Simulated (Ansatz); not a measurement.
Process, species as SMILES: [OH] (OH) → H atom + O atom
B3LYP-D3(BJ)/def2-TZVP geometries, fixed; electronic energies without zero-point terms.
Largest species:
```xyz
2

O      0.0000     0.0000    -0.1085
H      0.0000     0.0000     0.8682
```
Charge 0, spin multiplicity 2.

The atomisation energy at CCSD(T) with Ansatz (an electronic-structure program), in kcal/mol, split into its Hartree-Fock and correlation parts. Cores are frozen. Open shells are unrestricted. No added dispersion term, no relativity. Functions are those of the species that has most.

```json
[
 {"basis": "aug-cc-pVDZ", "X": "2", "functions": "32", "Hartree-Fock": "67.44", "CCSD(T)": "99.83"},
 {"basis": "aug-cc-pVTZ", "X": "3", "functions": "69", "Hartree-Fock": "68.11", "CCSD(T)": "104.67"},
 {"basis": "aug-cc-pVQZ", "X": "4", "functions": "126", "Hartree-Fock": "68.24", "CCSD(T)": "106.20"},
 {"basis": "aug-cc-pV5Z", "X": "5", "functions": "207", "Hartree-Fock": "68.24", "CCSD(T)": "106.57"}
]
```

Worked estimate of the basis-set limit from each neighbouring pair, with Hartree-Fock from the larger set and the correlation part extrapolated as X^-3.
Correlation parts: X = 2: 32.39, X = 3: 36.56, X = 4: 37.96, X = 5: 38.33.
- (2,3): (27·(36.56) - 8·(32.39))/19 = 38.32; with Hartree-Fock 68.11 the estimate is 106.43 kcal/mol.
- (3,4): (64·(37.96) - 27·(36.56))/37 = 38.98; with Hartree-Fock 68.24 the estimate is 107.22 kcal/mol.
- (4,5): (125·(38.33) - 64·(37.96))/61 = 38.72; with Hartree-Fock 68.24 the estimate is 106.96 kcal/mol.
The last two estimates differ by 0.26 kcal/mol; the largest set lies 0.39 from the last. Over the last step Hartree-Fock moves by 0.00 and the correlation part by 0.37.
